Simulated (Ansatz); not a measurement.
We consider B20 (FeSi-type) FeSi, described by PBE (Ansatz, a quantum-chemistry and plane-wave program, PAW).

Settings: plane-wave cutoff 500 eV, 10×10×10 k mesh, Fermi–Dirac smearing 0.05 eV, no spin polarisation, scalar-relativistic PAW data made under PBE.

Cell (relaxed at this level):

```xyz
8
Lattice="4.4480 0.0000 0.0000 0.0000 4.4480 0.0000 0.0000 0.0000 4.4480" Properties=species:S:1:pos:R:3 pbc="T T T"
Fe     3.8422     2.8298     1.6182
Fe     1.6182     3.8422     2.8298
Fe     0.6058     0.6058     0.6058
Fe     2.8298     1.6182     3.8422
Si     0.7076     1.5164     2.9316
Si     2.9316     0.7076     1.5164
Si     3.7404     3.7404     3.7404
Si     1.5164     2.9316     0.7076
```

### Question
Estimate the band gap that the calculation returns.

### Answer

- band gap = 0.16 eV (on the SCF k mesh)

Measured, for comparison: band gap 0.05 eV (temperature not stated, no zero-point or thermal correction, indirect, transport; lower end of the printed range; as tabulated in Tomczak (2018), arXiv:1802.07220).

It cost roughly 5 core-minutes of CPU time.
